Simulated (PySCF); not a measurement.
allene (C3H4), SMILES C=C=C.

Geometry optimised at B3LYP-D3(BJ)/def2-TZVP.

Two levels are set side by side: PBE/def2-TZVPD (PySCF) and PBE0/def2-TZVPD (PySCF). Same geometry, gas phase. Differences are taken from unrounded values.

```
quantity                      PBE0
---------------------------  -----
orbital gap (eV)              7.98
highest occupied level (eV)  -7.74
lowest empty level (eV)       0.25
mean polarisability (bohr³)   40.4
```

### Question
What does PBE give, and how far is it from PBE0? (An estimate is asked for; the answer gives what the named calculation found.)

### Answer

```
quantity                       PBE  PBE minus PBE0
---------------------------  -----  --------------
orbital gap (eV)              5.81           -2.17
highest occupied level (eV)  -6.56            1.17
lowest empty level (eV)      -0.76           -1.00
mean polarisability (bohr³)   41.2             0.8
```

PBE's occupied levels lie high since its potential decays too fast outside the molecule; exact exchange lowers them and widens the gap. Differences between two approximate levels are no errors against the true value.

Rough cost on one machine, each run with all the roots and properties that it gave: PBE0 against PBE within a factor of 2.
